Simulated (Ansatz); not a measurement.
Basis-set extrapolation for `BOB` (PBE0-D4/def2-TZVP geometry, frozen core, the Gaussian-basis code of Ansatz). Multiplicity 1, RHF reference.

|  | cc-pV(T+d)Z | cc-pV(Q+d)Z |
| --- | --- | --- |
| HF | -126.669329 | -126.678684 |
| MP2 correlation | -0.438086 | -0.469849 |
| CCSD(T) correlation | -0.481541 | -0.510077 |

Energies in hartree. Use E(X) = E(∞) + A·exp(−5.46·√X) for Hartree–Fock and E(X) = E(∞) + B·X^(−3.05) for correlation, with X = 3 and 4.

Question: What is the CCSD(T) energy at the basis-set limit?

Answer: HF limit: -126.678684 + (-0.009355) × 0.30130 = -126.68150. Correlation limit: -0.510077 + (-0.028536) × 0.71189 = -0.53039. Total: -127.21189 hartree, 1.66 eV below CCSD(T)/cc-pV(T+d)Z.
